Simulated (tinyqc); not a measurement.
MP2 on RHF in the sto-3g basis, frozen core, for BH3, spin multiplicity 1, step by step. One step of it, computed by the program tinyqc.

Task: Second-order Moller-Plesset energy. E2 = sum_ijab (ia|jb) [2 (ia|jb) - (ib|ja)] / (e_i + e_j - e_a - e_b) over occupied i, j and virtual a, b; the opposite-spin part is (ia|jb)^2 / denominator, the rest is same-spin, and SCS-MP2 scales them by 6/5 and 1/3.

orbital energies (hartree): MO1 -7.412687, MO2 -0.691078, MO3 -0.484452, MO4 -0.484451, MO5 0.234482, MO6 0.782614, MO7 0.818632, MO8 0.818666

Two-electron integrals over orbitals (pq|rs), unique and non-zero (hartree); the lowest 1 orbital is frozen and left out:
```
(22|22) 0.453199    (32|32) 0.123572    (33|22) 0.451305    (33|33) 0.505041
(42|22) -0.000125   (42|33) -0.062567   (42|42) 0.123483    (43|32) -0.062529
(43|43) 0.048596    (44|22) 0.451177    (44|33) 0.407669    (44|42) 0.062618
(44|44) 0.505093    (52|22) -0.000548   (52|33) -0.000309   (52|42) -1.43e-08
(52|44) -0.000309   (52|52) 0.070362    (53|32) -0.000296   (53|43) 0.000310
(53|53) 0.018928    (54|22) 2.61e-07    (54|33) 0.000310    (54|42) -0.000297
(54|44) -0.000310   (54|52) 0.000018    (54|54) 0.018925    (55|22) 0.469477
(55|33) 0.445167    (55|42) -0.000012   (55|44) 0.445131    (55|52) 0.002380
(55|54) 1.55e-06    (55|55) 0.586793    (62|22) 0.039061    (62|33) 0.020951
(62|42) -0.000019   (62|44) 0.020490    (62|52) -0.000222   (62|54) 0.000006
(62|55) 0.102698    (62|62) 0.068141    (63|32) -0.042061   (63|43) 0.039088
(63|53) 0.000366    (63|63) 0.056652    (64|22) 0.000465    (64|33) 0.039834
(64|42) -0.043040   (64|44) -0.039284   (64|52) 0.000010    (64|54) 0.000371
(64|55) 0.000903    (64|62) 0.001019    (64|64) 0.057752    (65|22) -0.001093
(65|33) -0.000519   (65|42) 0.000013    (65|44) -0.000506   (65|52) 0.067365
(65|54) 0.000176    (65|55) 0.000425    (65|62) -0.001563   (65|64) -0.000008
(65|65) 0.071485    (66|22) 0.451013    (66|33) 0.450293    (66|42) 0.001995
(66|44) 0.452363    (66|52) -0.001932   (66|54) -0.000008   (66|55) 0.471012
(66|62) 0.026231    (66|64) -0.000597   (66|65) -0.002398   (66|66) 0.469680
(72|22) -0.000373   (72|33) 0.025934    (72|42) -0.004560   (72|44) -0.026338
(72|52) 1.30e-06    (72|54) 0.000605    (72|55) -0.000976   (72|62) -0.000220
(72|64) 0.045192    (72|65) 0.000016    (72|66) -0.000463   (72|72) 0.048617
(73|32) 0.054729    (73|43) -0.023902   (73|53) -0.000285   (73|63) -0.029742
(73|73) 0.038784    (74|22) 0.044187    (74|33) 0.053220    (74|42) -0.053921
(74|44) 0.006749    (74|52) 0.001052    (74|54) 0.000279    (74|55) 0.092374
(74|62) 0.064765    (74|64) 0.030050    (74|65) -0.000235   (74|66) 0.025520
(74|72) 0.007615    (74|74) 0.103179    (75|22) 0.000009    (75|33) -0.000649
(75|42) 0.001430    (75|44) 0.000660    (75|52) -0.000631   (75|54) 0.016233
(75|55) -4.42e-06   (75|62) 0.000016    (75|64) -0.000488   (75|65) -0.000481
(75|66) 0.000045    (75|72) 0.000203    (75|74) -0.000621   (75|75) 0.019692
(76|22) 0.000043    (76|33) -0.056877   (76|42) 0.109848    (76|44) 0.057257
(76|52) 0.000021    (76|54) -0.000402   (76|55) 0.000077    (76|62) 0.000043
(76|64) -0.046825   (76|65) 0.000032    (76|66) 0.002095    (76|72) -0.011628
(76|74) -0.054596   (76|75) 0.001275    (76|76) 0.111864    (77|22) 0.468223
(77|33) 0.438889    (77|42) 0.024588    (77|44) 0.500422    (77|52) 0.000328
(77|54) -0.000375   (77|55) 0.482411    (77|62) 0.040672    (77|64) -0.035690
(77|65) -0.000209   (77|66) 0.477368    (77|72) -0.032509   (77|74) 0.041308
(77|75) 0.000146    (77|76) 0.026861    (77|77) 0.537963    (82|32) -0.004635
(82|43) 0.026160    (82|53) 0.000605    (82|63) 0.045066    (82|73) -0.009067
(82|82) 0.048628    (83|22) 0.044065    (83|33) 0.006416    (83|42) 0.054341
(83|44) 0.053581    (83|52) 0.001053    (83|54) -0.000281   (83|55) 0.092346
(83|62) 0.064632    (83|64) -0.029250   (83|65) -0.000223   (83|66) 0.027514
(83|72) -0.009239   (83|74) 0.032530    (83|75) 0.000630    (83|76) 0.055477
(83|77) 0.060858    (83|83) 0.103726    (84|32) 0.054346    (84|43) -0.023536
(84|53) -0.000281   (84|63) -0.029249   (84|73) 0.033483    (84|82) -0.008636
(84|84) 0.038236    (85|32) 0.001431    (85|43) -0.000653   (85|53) 0.016232
(85|63) -0.000477   (85|73) 0.000632    (85|82) 0.000202    (85|84) 0.000628
(85|85) 0.019685    (86|32) 0.109405    (86|43) -0.056394   (86|53) -0.000394
(86|63) -0.045129   (86|73) 0.055468    (86|82) -0.011084   (86|84) 0.055052
(86|85) 0.001272    (86|86) 0.110833    (87|32) -0.027647   (87|43) 0.032323
(87|53) 0.000386    (87|63) 0.037259    (87|73) -0.011811   (87|82) 0.032452
(87|84) -0.011455   (87|85) -0.000179   (87|86) -0.029065   (87|87) 0.034824
(88|22) 0.468267    (88|33) 0.501478    (88|42) -0.026640   (88|44) 0.437801
(88|52) 0.000328    (88|54) 0.000383    (88|55) 0.482417    (88|62) 0.041240
(88|64) 0.037540    (88|65) -0.000212   (88|66) 0.476355    (88|72) 0.031942
(88|74) 0.061579    (88|75) -0.000166   (88|76) -0.028444   (88|77) 0.470918
(88|83) 0.039954    (88|88) 0.538986
```

Hartree-Fock energy = -26.06657628 hartree

Give: Terms; Pair energies; MP2 correlation energy; SCS-MP2 correlation energy; MP2 total energy.

Result:

Terms (the 40 largest of 74):

| i | j | a | b | (ia\|jb) | (ib\|ja) | denominator | term |
|---|---|---|---|---|---|---|---|
| 3 | 3 | 8 | 8 | 0.1037 | 0.1037 | -2.6062 | -0.0041 |
| 4 | 4 | 7 | 7 | 0.1032 | 0.1032 | -2.6062 | -0.0041 |
| 2 | 2 | 5 | 5 | 0.0704 | 0.0704 | -1.8511 | -0.0027 |
| 4 | 2 | 7 | 6 | 0.0648 | 0.0452 | -2.7768 | -0.0020 |
| 2 | 4 | 6 | 7 | 0.0648 | 0.0452 | -2.7768 | -0.0020 |
| 2 | 3 | 6 | 8 | 0.0646 | 0.0451 | -2.7768 | -0.0020 |
| 3 | 2 | 8 | 6 | 0.0646 | 0.0451 | -2.7768 | -0.0020 |
| 2 | 2 | 6 | 6 | 0.0681 | 0.0681 | -2.9474 | -0.0016 |
| 4 | 4 | 6 | 6 | 0.0578 | 0.0578 | -2.5341 | -0.0013 |
| 3 | 3 | 6 | 6 | 0.0567 | 0.0567 | -2.5341 | -0.0013 |
| 2 | 2 | 8 | 8 | 0.0486 | 0.0486 | -3.0195 | -0.0008 |
| 2 | 2 | 7 | 7 | 0.0486 | 0.0486 | -3.0194 | -0.0008 |
| 3 | 3 | 7 | 7 | 0.0388 | 0.0388 | -2.6062 | -0.0006 |
| 4 | 4 | 8 | 8 | 0.0382 | 0.0382 | -2.6062 | -0.0006 |
| 3 | 4 | 7 | 8 | 0.0335 | 0.0325 | -2.6062 | -4.42e-04 |
| 4 | 3 | 8 | 7 | 0.0335 | 0.0325 | -2.6062 | -4.42e-04 |
| 2 | 4 | 7 | 6 | 0.0452 | 0.0648 | -2.7768 | -4.17e-04 |
| 4 | 2 | 6 | 7 | 0.0452 | 0.0648 | -2.7768 | -4.17e-04 |
| 2 | 3 | 8 | 6 | 0.0451 | 0.0646 | -2.7768 | -4.14e-04 |
| 3 | 2 | 6 | 8 | 0.0451 | 0.0646 | -2.7768 | -4.14e-04 |
| 4 | 3 | 7 | 8 | 0.0325 | 0.0335 | -2.6062 | -3.94e-04 |
| 3 | 4 | 8 | 7 | 0.0325 | 0.0335 | -2.6062 | -3.94e-04 |
| 4 | 4 | 6 | 7 | 0.0300 | 0.0300 | -2.5701 | -3.51e-04 |
| 4 | 4 | 7 | 6 | 0.0300 | 0.0300 | -2.5701 | -3.51e-04 |
| 3 | 3 | 7 | 6 | -0.0297 | -0.0297 | -2.5702 | -3.44e-04 |
| 3 | 3 | 6 | 7 | -0.0297 | -0.0297 | -2.5702 | -3.44e-04 |
| 3 | 4 | 8 | 6 | -0.0293 | -0.0292 | -2.5702 | -3.33e-04 |
| 4 | 3 | 6 | 8 | -0.0293 | -0.0292 | -2.5702 | -3.33e-04 |
| 4 | 3 | 8 | 6 | -0.0292 | -0.0293 | -2.5702 | -3.33e-04 |
| 3 | 4 | 6 | 8 | -0.0292 | -0.0293 | -2.5702 | -3.33e-04 |
| 3 | 3 | 5 | 5 | 0.0189 | 0.0189 | -1.4379 | -2.49e-04 |
| 4 | 4 | 5 | 5 | 0.0189 | 0.0189 | -1.4379 | -2.49e-04 |
| 2 | 3 | 7 | 8 | -0.0092 | -0.0091 | -2.8128 | -3.09e-05 |
| 3 | 2 | 8 | 7 | -0.0092 | -0.0091 | -2.8128 | -3.09e-05 |
| 2 | 3 | 8 | 7 | -0.0091 | -0.0092 | -2.8128 | -2.87e-05 |
| 3 | 2 | 7 | 8 | -0.0091 | -0.0092 | -2.8128 | -2.87e-05 |
| 2 | 4 | 8 | 8 | -0.0086 | -0.0086 | -2.8129 | -2.65e-05 |
| 4 | 2 | 8 | 8 | -0.0086 | -0.0086 | -2.8129 | -2.65e-05 |
| 4 | 2 | 7 | 7 | 0.0076 | 0.0076 | -2.8128 | -2.06e-05 |
| 2 | 4 | 7 | 7 | 0.0076 | 0.0076 | -2.8128 | -2.06e-05 |

Pair energies (hartree; pair i-j sums ij and ji):

| pair | opposite spin | same spin |
|---|---|---|
| 2-2 | -0.0058 | 0 |
| 3-2 | -0.0046 | -2.76e-04 |
| 3-3 | -0.0069 | 0 |
| 4-2 | -0.0046 | -2.76e-04 |
| 4-3 | -0.0030 | -6.97e-07 |
| 4-4 | -0.0069 | 0 |

MP2 correlation energy = -0.032377 hartree

SCS-MP2 correlation energy = -0.038373 hartree

MP2 total energy = -26.098953 hartree
